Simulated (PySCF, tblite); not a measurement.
# ethyl vinyl ketone (C₅H₈O): a rotation path, then NMR shifts on frames, part 2 of 2

tblite 0.8.0 and PySCF 2.14.0. Atoms count from 0.

## (5) NMR shieldings: image 4, PBE0/pcSseg-1

The job: settings as JSON, then the geometry in Å.

```
{"job": {"kind": "nmr", "xc": "PBE0", "basis": "pcSseg-1", "pop": false}, "charge": 0, "multiplicity": 1}
C      2.616400     0.527100    -0.017400
C      1.504500     0.064600     0.538200
C      0.160500     0.526400     0.121200
O     -0.014800     1.293500    -0.797700
C     -0.985400    -0.036900     0.941100
C     -2.039100    -0.679000     0.041600
H      2.566800     1.262200    -0.804400
H      3.593500     0.201400     0.297600
H      1.537000    -0.672800     1.328000
H     -1.438600     0.792800     1.489200
H     -0.613800    -0.763000     1.664200
H     -1.605100    -1.510400    -0.509600
H     -2.416000     0.048300    -0.672500
H     -2.866600    -1.054800     0.638400
```

Level: GIAO PBE0/pcSseg-1 NMR shielding, non-relativistic, gas phase.

What it wrote:

```text
coarse grid: 11480 points
cycle   1  E = -270.0169956310  dE =  7.257e-01  |g| = 7.890e-01  |ddm| = 3.244e+00
cycle   2  E = -269.6350446976  dE =  3.820e-01  |g| = 1.602e+00  |ddm| = 2.538e+00
cycle   3  E = -270.1382583427  dE = -5.032e-01  |g| = 1.763e-01  |ddm| = 2.003e+00
cycle   4  E = -270.1453624558  dE = -7.104e-03  |g| = 5.375e-02  |ddm| = 1.814e-01
cycle   5  E = -270.1460052257  dE = -6.428e-04  |g| = 1.231e-02  |ddm| = 4.769e-02
cycle   6  E = -270.1460352471  dE = -3.002e-05  |g| = 5.198e-03  |ddm| = 1.186e-02
cycle   7  E = -270.1460412768  dE = -6.030e-06  |g| = 1.789e-03  |ddm| = 4.709e-03
final grid: 110224 points
cycle   8  E = -270.1933333772  dE = -7.772e-06  |g| = 1.356e-02  |ddm| = 2.600e-02
cycle   9  E = -270.1932393218  dE =  9.406e-05  |g| = 2.595e-02  |ddm| = 3.130e-02
cycle  10  E = -270.1933702002  dE = -1.309e-04  |g| = 2.578e-03  |ddm| = 2.250e-02
cycle  11  E = -270.1933715977  dE = -1.398e-06  |g| = 3.297e-04  |ddm| = 1.997e-03
cycle  12  E = -270.1933716194  dE = -2.166e-08  |g| = 1.703e-04  |ddm| = 4.003e-04
cycle  13  E = -270.1933716265  dE = -7.142e-09  |g| = 3.118e-05  |ddm| = 1.580e-04
cycle  14  E = -270.1933716268  dE = -2.341e-10  |g| = 7.420e-06  |ddm| = 3.181e-05
converged SCF energy = -270.1933716268

GIAO shielding tensors (ppm)
atom      isotropic    diamagn.    paramagn.     s11        s22        s33       span
  0 C       47.896     252.865    -204.969    -69.658     35.605    177.742    247.401
  1 C       44.102     260.306    -216.204    -68.091     66.271    134.126    202.216
  2 C      -18.079     248.818    -266.898   -107.959    -47.821    101.542    209.500
  3 O     -286.329     403.323    -689.652   -869.603   -403.218    413.833   1283.437
  4 C      146.366     252.509    -106.143    133.047    133.380    172.671     39.624
  5 C      174.028     246.194     -72.166    162.941    173.922    185.221     22.281
  6 H       24.841      30.965      -6.124     22.005     24.089     28.427      6.422
  7 H       25.699      28.336      -2.637     23.256     25.513     28.327      5.071
  8 H       25.062      33.003      -7.941     21.033     24.132     30.021      8.988
  9 H       29.448      30.462      -1.014     26.672     27.857     33.815      7.142
 10 H       29.199      32.660      -3.462     25.691     28.244     33.662      7.971
 11 H       30.804      30.285       0.519     26.748     29.222     36.443      9.695
 12 H       29.987      29.694       0.294     25.455     28.532     35.974     10.519
 13 H       30.697      28.179       2.519     26.570     28.005     37.518     10.948
```

Wall time 36 s (1 thread, shared host).

Key values: δ C2 205.0, C1 142.8, C0 139.0, C4 40.6, H6 6.88, H8 6.66 ppm.

## (6) Nuclear shieldings: image 6, PBE0/pcSseg-1

The job: settings as JSON, then the geometry in Å.

```
{"job": {"kind": "nmr", "xc": "PBE0", "basis": "pcSseg-1", "pop": false}, "charge": 0, "multiplicity": 1}
C      2.555000     0.437400    -0.075700
C      1.414300    -0.011400     0.431300
C      0.129100     0.693700     0.221900
O      0.015000     1.652000    -0.507600
C     -1.044400     0.112800     0.986700
C     -1.884300    -0.767800     0.058200
H      2.568200     1.331800    -0.677700
H      3.497200    -0.053700     0.101600
H      1.382200    -0.903000     1.042100
H     -1.663000     0.932500     1.354100
H     -0.689400    -0.474100     1.834100
H     -1.296600    -1.600900    -0.321600
H     -2.242200    -0.184100    -0.786200
H     -2.741600    -1.165700     0.596500
```

Level: GIAO PBE0/pcSseg-1 NMR shielding, non-relativistic, gas phase.

What it wrote:

```text
coarse grid: 11480 points
cycle   1  E = -270.0183912601  dE =  7.213e-01  |g| = 7.861e-01  |ddm| = 3.238e+00
cycle   2  E = -269.6437202930  dE =  3.747e-01  |g| = 1.591e+00  |ddm| = 2.575e+00
cycle   3  E = -270.1384345620  dE = -4.947e-01  |g| = 1.762e-01  |ddm| = 2.032e+00
cycle   4  E = -270.1455301434  dE = -7.096e-03  |g| = 5.422e-02  |ddm| = 1.797e-01
cycle   5  E = -270.1461810140  dE = -6.509e-04  |g| = 1.335e-02  |ddm| = 4.854e-02
cycle   6  E = -270.1462172790  dE = -3.626e-05  |g| = 5.382e-03  |ddm| = 1.261e-02
cycle   7  E = -270.1462237303  dE = -6.451e-06  |g| = 1.856e-03  |ddm| = 4.811e-03
final grid: 110224 points
cycle   8  E = -270.1933289888  dE = -9.076e-06  |g| = 1.368e-02  |ddm| = 2.737e-02
cycle   9  E = -270.1932332412  dE =  9.575e-05  |g| = 2.613e-02  |ddm| = 3.124e-02
cycle  10  E = -270.1933665812  dE = -1.333e-04  |g| = 2.637e-03  |ddm| = 2.271e-02
cycle  11  E = -270.1933680286  dE = -1.447e-06  |g| = 3.326e-04  |ddm| = 2.008e-03
cycle  12  E = -270.1933680505  dE = -2.183e-08  |g| = 1.778e-04  |ddm| = 4.131e-04
cycle  13  E = -270.1933680582  dE = -7.747e-09  |g| = 3.350e-05  |ddm| = 1.594e-04
cycle  14  E = -270.1933680585  dE = -2.732e-10  |g| = 8.087e-06  |ddm| = 3.540e-05
converged SCF energy = -270.1933680585

GIAO shielding tensors (ppm)
atom      isotropic    diamagn.    paramagn.     s11        s22        s33       span
  0 C       48.114     253.010    -204.897    -70.218     36.785    177.774    247.992
  1 C       45.736     260.027    -214.292    -67.911     64.998    140.121    208.032
  2 C      -18.001     248.601    -266.603   -109.798    -45.974    101.768    211.566
  3 O     -290.971     402.335    -693.306   -868.676   -397.517    393.279   1261.955
  4 C      145.323     252.204    -106.881    129.684    132.737    173.548     43.864
  5 C      172.879     246.671     -73.791    161.078    172.296    185.264     24.186
  6 H       24.844      30.842      -5.999     21.985     24.139     28.407      6.422
  7 H       25.689      28.620      -2.931     23.176     25.494     28.397      5.221
  8 H       25.027      33.183      -8.156     20.903     24.251     29.927      9.023
  9 H       29.482      30.631      -1.149     26.797     27.709     33.940      7.143
 10 H       29.282      32.086      -2.804     26.612     28.236     32.998      6.386
 11 H       30.584      30.549       0.034     26.449     29.450     35.852      9.404
 12 H       30.389      29.839       0.550     26.034     28.818     36.315     10.282
 13 H       30.477      28.299       2.178     26.676     27.467     37.289     10.613
```

It took 33 s on 1 thread, shared host.

In short: δ C2 204.9, C1 141.2, C0 138.8, C4 41.6, H6 6.87, H8 6.69 ppm.

## (7) Nuclear shieldings: image 8, PBE0/pcSseg-1

The job: settings as JSON, then the geometry in Å.

```
{"job": {"kind": "nmr", "xc": "PBE0", "basis": "pcSseg-1", "pop": false}, "charge": 0, "multiplicity": 1}
C      2.451700     0.340300    -0.178100
C      1.311500    -0.041500     0.383000
C      0.120000     0.838100     0.386000
O      0.129400     1.953100    -0.083000
C     -1.119700     0.226700     1.004900
C     -1.699400    -0.836800     0.070300
H      2.521200     1.306400    -0.652000
H      3.333200    -0.278200    -0.185800
H      1.212000    -1.002800     0.866400
H     -1.857900     1.013200     1.167400
H     -0.862100    -0.223800     1.965700
H     -0.980100    -1.632500    -0.111000
H     -1.966500    -0.389800    -0.884600
H     -2.593900    -1.272800     0.508700
```

With the program's defaults for keys left out, this is: GIAO PBE0/pcSseg-1 NMR shielding, non-relativistic, gas phase.

What it wrote:

```text
coarse grid: 11480 points
cycle   1  E = -270.0191946643  dE =  7.237e-01  |g| = 7.846e-01  |ddm| = 3.234e+00
cycle   2  E = -269.6527217438  dE =  3.665e-01  |g| = 1.579e+00  |ddm| = 2.664e+00
cycle   3  E = -270.1388976883  dE = -4.862e-01  |g| = 1.759e-01  |ddm| = 2.104e+00
cycle   4  E = -270.1459471377  dE = -7.049e-03  |g| = 5.428e-02  |ddm| = 1.784e-01
cycle   5  E = -270.1465942987  dE = -6.472e-04  |g| = 1.439e-02  |ddm| = 5.013e-02
cycle   6  E = -270.1466374319  dE = -4.313e-05  |g| = 5.559e-03  |ddm| = 1.325e-02
cycle   7  E = -270.1466443694  dE = -6.938e-06  |g| = 1.850e-03  |ddm| = 4.904e-03
final grid: 110224 points
cycle   8  E = -270.1939914491  dE = -8.164e-06  |g| = 1.433e-02  |ddm| = 2.874e-02
cycle   9  E = -270.1938839505  dE =  1.075e-04  |g| = 2.766e-02  |ddm| = 3.402e-02
cycle  10  E = -270.1940324812  dE = -1.485e-04  |g| = 2.618e-03  |ddm| = 2.456e-02
cycle  11  E = -270.1940339194  dE = -1.438e-06  |g| = 3.521e-04  |ddm| = 2.022e-03
cycle  12  E = -270.1940339440  dE = -2.459e-08  |g| = 1.830e-04  |ddm| = 4.419e-04
cycle  13  E = -270.1940339523  dE = -8.267e-09  |g| = 3.397e-05  |ddm| = 1.690e-04
cycle  14  E = -270.1940339525  dE = -2.749e-10  |g| = 8.417e-06  |ddm| = 3.664e-05
converged SCF energy = -270.1940339525

GIAO shielding tensors (ppm)
atom      isotropic    diamagn.    paramagn.     s11        s22        s33       span
  0 C       48.179     253.128    -204.950    -71.804     37.829    178.511    250.315
  1 C       48.212     260.121    -211.909    -68.053     64.089    148.599    216.652
  2 C      -16.523     248.358    -264.880   -108.835    -41.804    101.071    209.905
  3 O     -293.008     401.000    -694.008   -861.640   -390.928    373.544   1235.184
  4 C      144.273     252.012    -107.740    127.337    131.251    174.231     46.893
  5 C      173.779     248.073     -74.294    167.150    168.879    185.306     18.155
  6 H       24.740      30.810      -6.070     21.911     23.984     28.325      6.414
  7 H       25.652      28.938      -3.286     23.013     25.470     28.474      5.461
  8 H       25.025      33.317      -8.293     20.723     24.259     30.091      9.368
  9 H       29.410      30.750      -1.340     26.151     28.149     33.931      7.781
 10 H       29.325      31.111      -1.787     27.004     27.880     33.090      6.086
 11 H       30.460      31.100      -0.640     26.212     29.602     35.565      9.353
 12 H       30.649      30.391       0.258     26.580     28.716     36.651     10.071
 13 H       30.371      28.602       1.769     26.563     27.423     37.128     10.565
```

It took 35 s on 1 thread, shared host.

In short: δ C2 203.4, C0 138.7, C1 138.7, C4 42.7, H6 6.98, H8 6.69 ppm.

## (8) Run by run: NMR shifts

Shifts (ppm) of some atoms, chosen among heavy atoms and hydrogens apart, with basis size and wall time:

| frame | C2 | C1 | C0 | C5 | H12 | H13 | O3 | functions | time |
| --- | --- | --- | --- | --- | --- | --- | --- | --- | --- |
| image 0 | 202.5 | 140.6 | 136.9 | 9.7 | 1.35 | 0.87 | 616.9 | 142 | 49 s |
| image 2 | 203.3 | 141.9 | 137.8 | 10.3 | 1.84 | 0.88 | 616.6 | 142 | 32 s |
| image 4 | 205.0 | 142.8 | 139.0 | 12.9 | 1.73 | 1.02 | 622.4 | 142 | 36 s |
| image 6 | 204.9 | 141.2 | 138.8 | 14.0 | 1.33 | 1.24 | 627.1 | 142 | 33 s |
| image 8 | 203.4 | 138.7 | 138.7 | 13.1 | 1.07 | 1.35 | 629.1 | 142 | 35 s |

## (9) What came out

This closing draws on all 2 parts.

| quantity | value |
| --- | --- |
| barrier | 0.058 eV (1.3 kcal/mol) at image 4 |
| end to end (GFN2-xTB) | 0.014 eV |
| ¹³C shifts against TMS (PBE0/pcSseg-1, image 0) | 202.5, 140.6, 136.9, 41.8, 9.7 ppm |
| ¹H shifts against TMS (PBE0/pcSseg-1, image 0) | 6.97, 6.61, 5.99, 2.48, 2.47, 1.35, 1.25, 0.87 ppm |
| ¹⁷O shifts against H2O (PBE0/pcSseg-1, image 0) | 616.9 ppm |
| surface potential, 1st and 99th percentile | -1.72 V and 1.05 V |
| range of the shift of O3 | 616.6 to 629.1 ppm |

**Reading.** Along the band the dihedral turns by 106°, and the top (dihedral -127°) lies 1.3 kcal/mol above the start (GFN2-xTB, rough), so at room temperature this motion is fast. Ends this close can change order at a higher level. The top was not checked by a frequency run. Shifts at one fixed geometry are not the observed spectrum, which averages over the motion. In the first frame run (image 0): The largest span, 1281 ppm, is at O3, where the paramagnetic term is -684 ppm. By nearest atom (PBE0/pcSseg-1), the HOMO sits on O3 63 %; C1, C4 about 10 % each and the LUMO on C0, C2 about 24 % each; O3 18 %. In ppm, O3 moves most: its shift spreads over 12.5 ppm, from 616.6 (image 2) to 629.1 (image 8).
